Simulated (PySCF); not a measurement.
Species: C5H5S (charge +1).
SMILES with atom numbers: `[cH:1]1[cH:2][cH:3][s+:4][cH:5][cH:6]1` (hydrogens: H7 on C1; H8 on C2; H9 on C3; H10 on C5; H11 on C6)

The same species was optimised twice, with GFN2-xTB and with PBE0-D3(BJ)/def2-SVP (PySCF), and the same property calculations (PySCF, gas phase) were run on both structures.

```csv
coordinate,GFN2-xTB,PBE0-D3(BJ)/def2-SVP,change
C2–C3 (Å),1.374,1.382,+0.008
C5–C6 (Å),1.374,1.382,+0.008
C3–S4 (Å),1.691,1.685,-0.006
C1–C6 (Å),1.393,1.399,+0.006
S4–C5 (Å),1.691,1.685,-0.006
C1–C2 (Å),1.393,1.399,+0.006
C3–S4–C5 (°),102.8,103.7,+0.9
C2–C1–C6 (°),122.6,123.0,+0.4
C1–C6–C5 (°),122.9,122.5,-0.4
C1–C2–C3 (°),122.9,122.5,-0.4
S4–C5–C6 (°),124.5,124.1,-0.4
C2–C3–S4 (°),124.5,124.1,-0.4
```

Rotational constants: A = 5187, B = 3625, C = 2134 MHz (GFN2-xTB) against A = 5136, B = 3633, C = 2128 MHz (PBE0-D3(BJ)/def2-SVP). Point groups within 0.08 Å: C2v and C2v.

On the GFN2-xTB structure: lowest singlet, TDDFT (eV) 4.97 [CAM-B3LYP/def2-SVPD]; lowest triplet, Tamm–Dancoff (eV) 3.55 [CAM-B3LYP/def2-SVPD]; isotropic polarisability (au) 65.7 [CAM-B3LYP/def2-SVPD]; HOMO (eV) -15.04 [CAM-B3LYP/def2-SVPD]; LUMO (eV) -6.97 [CAM-B3LYP/def2-SVPD]; HOMO (eV) -13.92 [PBE0/pcSseg-1]; LUMO (eV) -8.12 [PBE0/pcSseg-1]; GIAO shielding of C1 (ppm) 27.6 [PBE0/pcSseg-1]; GIAO shielding of C2/C6 (mean) (ppm) 42.7 [PBE0/pcSseg-1]; GIAO shielding of C3/C5 (mean) (ppm) 18.3 [PBE0/pcSseg-1]; GIAO shielding of S4 (ppm) 135.9 [PBE0/pcSseg-1].

Problem. What do these properties become on the PBE0-D3(BJ)/def2-SVP structure?

Solution. 
```json
{"property": "lowest singlet, TDDFT (eV)", "level": "CAM-B3LYP/def2-SVPD", "on GFN2-xTB": "4.97", "on PBE0-D3(BJ)/def2-SVP": "4.97", "change": "0.00"}
{"property": "lowest triplet, Tamm–Dancoff (eV)", "level": "CAM-B3LYP/def2-SVPD", "on GFN2-xTB": "3.55", "on PBE0-D3(BJ)/def2-SVP": "3.56", "change": "+0.01"}
{"property": "isotropic polarisability (au)", "level": "CAM-B3LYP/def2-SVPD", "on GFN2-xTB": "65.7", "on PBE0-D3(BJ)/def2-SVP": "66.3", "change": "+0.6"}
{"property": "HOMO (eV)", "level": "CAM-B3LYP/def2-SVPD", "on GFN2-xTB": "-15.04", "on PBE0-D3(BJ)/def2-SVP": "-15.01", "change": "+0.03"}
{"property": "LUMO (eV)", "level": "CAM-B3LYP/def2-SVPD", "on GFN2-xTB": "-6.97", "on PBE0-D3(BJ)/def2-SVP": "-6.93", "change": "+0.04"}
{"property": "energy, GFN2-xTB geometry as zero (kcal/mol)", "level": "CAM-B3LYP/def2-SVPD", "on GFN2-xTB": "0.0", "on PBE0-D3(BJ)/def2-SVP": "-0.3", "change": "-0.3"}
{"property": "HOMO (eV)", "level": "PBE0/pcSseg-1", "on GFN2-xTB": "-13.92", "on PBE0-D3(BJ)/def2-SVP": "-13.88", "change": "+0.04"}
{"property": "LUMO (eV)", "level": "PBE0/pcSseg-1", "on GFN2-xTB": "-8.12", "on PBE0-D3(BJ)/def2-SVP": "-8.08", "change": "+0.04"}
{"property": "energy, GFN2-xTB geometry as zero (kcal/mol)", "level": "PBE0/pcSseg-1", "on GFN2-xTB": "0.0", "on PBE0-D3(BJ)/def2-SVP": "-0.1", "change": "-0.1"}
{"property": "GIAO shielding of C1 (ppm)", "level": "PBE0/pcSseg-1", "on GFN2-xTB": "27.6", "on PBE0-D3(BJ)/def2-SVP": "26.4", "change": "-1.2"}
{"property": "GIAO shielding of C2/C6 (mean) (ppm)", "level": "PBE0/pcSseg-1", "on GFN2-xTB": "42.7", "on PBE0-D3(BJ)/def2-SVP": "40.6", "change": "-2.1"}
{"property": "GIAO shielding of C3/C5 (mean) (ppm)", "level": "PBE0/pcSseg-1", "on GFN2-xTB": "18.3", "on PBE0-D3(BJ)/def2-SVP": "18.3", "change": "0.0"}
{"property": "GIAO shielding of S4 (ppm)", "level": "PBE0/pcSseg-1", "on GFN2-xTB": "135.9", "on PBE0-D3(BJ)/def2-SVP": "133.5", "change": "-2.4"}
```

The heavy atoms differ by 0.007 Å rms after alignment. Among bonds between heavy atoms C2–C3 and C5–C6 change most and about equally (+0.008 Å). Changes are differences of the printed values. Neither structure is proved a minimum here. Isolated species at its PBE0-D3(BJ)/def2-SVP geometry, gas phase.
